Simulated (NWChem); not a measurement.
## Correlation energy of S

SMILES: [S]
```xyz
1

S      0.0000     0.0000     0.0000
```
Charge 0, spin multiplicity 3.

Program: NWChem.

Basis set: cc-pVDZ. Each correlation energy counts from its own Hartree-Fock reference.

The correlated methods keep 5 core orbitals frozen. The stability of the SCF solutions was not checked. Open-shell Hartree-Fock references start from PBE0 orbitals. Coupled-cluster values serve here as a point of comparison, not as the truth.

Task: One of these methods gave a correlation energy of -83.8 mHa. Which?
A) CCSD on UHF
B) URI-MP2
C) CCSD on ROHF

Result: B, URI-MP2. The others give -102.6 (CCSD on UHF), -106.5 (CCSD on ROHF).
